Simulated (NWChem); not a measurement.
chloroform (CHCl3); SMILES ClC(Cl)Cl

Results from NWChem. The level has its own optimisation; frequencies are unscaled.

Task: What does the run give for PBE0/def2-SVP? Quantities: r C–Cl (Å); r C–H (Å); highest harmonic frequency (cm⁻¹); lowest (cm⁻¹); zero-point energy (kcal/mol); dipole (D).

Result: 
```yaml
r C–Cl (Å): 1.766
r C–H (Å): 1.095
highest harmonic frequency (cm⁻¹): 3190
lowest (cm⁻¹): 264
zero-point energy (kcal/mol): 12.6
dipole (D): 1.17
```
